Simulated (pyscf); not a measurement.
Thermochemistry of product channels of H₂Si=AsH + SiH₄ on the singlet surface, in kcal/mol, from ωB97M-D3(BJ)/def2-TZVP energies (ideal gas, 1 atm, RRHO with modes under 100 cm⁻¹ raised to 100, one conformer, R ln 2 for chiral ones without a mode under 150 cm⁻¹). Structures and frequencies: ωB97X-D3(BJ)/def2-SVP in PySCF.

| products | ΔE | ΔH(298 K) | ΔG(900 K) | ΔG(1200 K) |
|---|---|---|---|---|
| H₃Si–SiH=AsH + H₂ | +2.8 | +1.8 | +2.5 | +1.8 |
| H₂Si=As–SiH₃ + H₂ | -4.6 | -5.3 | -3.0 | -3.1 |
| H₃Si–SiH₂–AsH₂ | -31.2 | -29.7 | -4.2 | +3.5 |

The channel to H₃Si–SiH₂–AsH₂ turns unfavourable between 298 and 1200 K (ΔG from -20.8 kcal/mol to +3.5 kcal/mol).

These are energies of the channels, which say nothing of barriers. H₃Si–SiH=AsH lies 9.2 kcal/mol over its isomer cyclic H₅AsSi₂ (SMILES [SiH2]1[SiH2][AsH]1) (electronic energy, ωB97M-D3(BJ)/def2-TZVP). H₃Si–SiH₂–AsH₂ lies 7.4 kcal/mol over its isomer H₃Si–AsH–SiH₃ (electronic energy, ωB97M-D3(BJ)/def2-TZVP). Elements up to Kr have no core potential and no relativistic terms here.
